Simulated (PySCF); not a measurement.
difluoromethane (CH2F2), SMILES FCF. Atoms are numbered in the order given.

```xyz
5

F     -1.1035     0.0000    -0.2905
C      0.0000     0.0000     0.5036
F      1.1035     0.0000    -0.2905
H      0.0000    -0.9138     1.1037
H      0.0000     0.9138     1.1037
```
Charge 0, spin multiplicity 1.

Coordinates come from a ωB97X-D3(BJ)/def2-TZVP optimisation.

All values below come from PySCF with TDA-M06-2X/def2-SVPD.

Vertical excitations. The molecule is in vacuum. State labels are in the subgroup C2v.

Computed excitation energies, oscillator strengths and character:
```json
[
 {"state": "S1", "symmetry": "B2", "energy (eV)": "9.73", "λ (nm)": "127", "f": "0.039", "main pairs": "HOMO→LUMO 95 %"},
 {"state": "S2", "symmetry": "A2", "energy (eV)": "10.34", "λ (nm)": "120", "f": "0.000", "main pairs": "HOMO→LUMO+1 82 %"},
 {"state": "S3", "symmetry": "B2", "energy (eV)": "11.03", "λ (nm)": "112", "f": "0.016", "main pairs": "HOMO→LUMO+3 79 %, HOMO→LUMO+4 13 %"},
 {"state": "S4", "symmetry": "A1", "energy (eV)": "11.51", "λ (nm)": "108", "f": "0.080", "main pairs": "HOMO→LUMO+2 97 %"},
 {"state": "S5", "symmetry": "B1", "energy (eV)": "11.83", "λ (nm)": "105", "f": "0.021", "main pairs": "HOMO−1→LUMO 81 %"},
 {"state": "S6", "symmetry": "A1", "energy (eV)": "11.97", "λ (nm)": "104", "f": "0.004", "main pairs": "HOMO−2→LUMO 83 %"},
 {"state": "S7", "symmetry": "A2", "energy (eV)": "12.51", "λ (nm)": "99", "f": "0.000", "main pairs": "HOMO−3→LUMO 77 %"},
 {"state": "S8", "symmetry": "A1", "energy (eV)": "12.53", "λ (nm)": "99", "f": "0.023", "main pairs": "HOMO−1→LUMO+1 62 %, HOMO−2→LUMO 13 %"},
 {"state": "S9", "symmetry": "B2", "energy (eV)": "12.55", "λ (nm)": "99", "f": "0.093", "main pairs": "HOMO→LUMO+4 71 %, HOMO→LUMO+3 17 %"},
 {"state": "S10", "symmetry": "B1", "energy (eV)": "12.70", "λ (nm)": "98", "f": "0.055", "main pairs": "HOMO−2→LUMO+1 46 %, HOMO−1→LUMO+3 22 %, HOMO−1→LUMO 16 %"},
 {"state": "T1", "symmetry": "B2", "energy (eV)": "9.55", "λ (nm)": "130", "f": "0", "main pairs": "HOMO→LUMO 90 %"},
 {"state": "T2", "symmetry": "A2", "energy (eV)": "9.95", "λ (nm)": "125", "f": "0", "main pairs": "HOMO→LUMO+1 75 %"},
 {"state": "T3", "symmetry": "B2", "energy (eV)": "10.62", "λ (nm)": "117", "f": "0", "main pairs": "HOMO→LUMO+3 68 %, HOMO→LUMO+4 16 %"},
 {"state": "T4", "symmetry": "A1", "energy (eV)": "10.96", "λ (nm)": "113", "f": "0", "main pairs": "HOMO→LUMO+2 80 %"}
]
```
Triplets are in the Tamm–Dancoff approximation.
